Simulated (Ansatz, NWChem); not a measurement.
# SF4 (sulfur tetrafluoride): the vertical ionisation energy from total energies

SF4 has 5 atoms, charge 0, and is taken as a singlet. SMILES: `FS(F)(F)F`. Geometry: relaxed at PBE0-D4/def2-TZVP.

Both states at this one shape; open shells run unrestricted unless said. 1 Eh = 27.2114 eV.

| level | program | singlet SF4 (Eh) | doublet [SF4]+ (Eh) |
| --- | --- | --- | --- |
| PBE/LANL2DZ (core potential) | NWChem | -408.927580 | -408.413982 |
| r2SCAN/6-311+G** | Ansatz | -797.422524 | -796.957003 |
| PBE0/6-31G** (Cartesian functions) | Ansatz | -796.940578 | -796.491098 |

Problem. Work out the vertical ionisation energy at each level.

Solution. 
1. PBE/LANL2DZ (core potential): -408.413982 − (-408.927580) = 0.513598 Eh = 13.98 eV.
2. r2SCAN/6-311+G**: -796.957003 − (-797.422524) = 0.465521 Eh = 12.67 eV.
3. PBE0/6-31G** (Cartesian functions): -796.491098 − (-796.940578) = 0.449480 Eh = 12.23 eV.

No measured value is set beside it here; the levels span 12.23 to 13.98 eV.
